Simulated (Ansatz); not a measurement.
# Heat of formation of C4H5N (trans-Crotononitrile) from total energies

C4H5N: 10 atoms, total charge 0, spin state singlet. SMILES: `C/C=C/C#N`. Geometry: relaxed at PBE0-D4/def2-TZVP.

Total energies at wB97M-V/cc-pVDZ (Ansatz 0.2.0); the atoms run unrestricted:

| species | state | energy (Eh) |
| --- | --- | --- |
| C4H5N | singlet | -210.070451 |
| C | triplet | -37.838414 |
| N | quartet | -54.577336 |
| H | doublet | -0.491710 |

Harmonic wavenumbers at PBE0-D4/def2-TZVP, in cm⁻¹: 175, 177, 202, 398, 504, 571, 813, 914, 990, 1055, 1068, 1143, 1307, 1331, 1404, 1465, 1475, 1723, 2360, 3044, 3101, 3139, 3175, 3185.

Measured heats of formation of the gaseous atoms at 298.15 K, in kJ/mol: C 716.9, N 472.4, H 218.0. Spin-orbit lowering of the atoms at 298 K (mean of the ground term's levels less their thermal mean, from spectra), in kJ/mol: C 0.02. Take 1 Eh = 2625.50 kJ/mol, 1 cm⁻¹ = 0.0119627 kJ/mol, RT = 2.479 kJ/mol.

**Question.** Work out the heat of formation of the gas at 298 K.

**Answer.** 
1. Electronic atomisation energy: 4 × (-37.838414) + (-54.577336) + 5 × (-0.491710) − (-210.070451) = 1.680909 Eh = 4413.2 kJ/mol.
2. Zero-point energy: half the sum of the wavenumbers, 17359.5 cm⁻¹ = 207.7 kJ/mol.
3. Thermal vibrational enthalpy, Σ hcν̃/(exp(hcν̃/kT) − 1): 7.2 kJ/mol. Translation, rotation and pV of a non-linear molecule: 4 RT = 9.9 kJ/mol.
4. The 10 free atoms carry 5/2 RT each: 62.0 kJ/mol.
5. Spin-orbit coupling lowers the free atoms by 4 × 0.02 = 0.1 kJ/mol.
6. Atomisation enthalpy at 298 K: 4413.2 − 0.1 − 207.7 − 7.2 − 9.9 + 62.0 = 4250.3 kJ/mol.
7. Sum of the atoms' heats of formation: 4430.0 kJ/mol. Heat of formation: 4430.0 − 4250.3 = +179.7 kJ/mol.

The tabulated value is +134.3 kJ/mol (CRC Handbook of Chemistry and Physics; in doubt, as an older value, an estimate or one at odds with other calculations), so this level is off by +45.4 kJ/mol, or 1.1 % of the atomisation enthalpy that the table implies (4295.6 kJ/mol). Anharmonicity and any spin-orbit splitting of the molecule are left out.
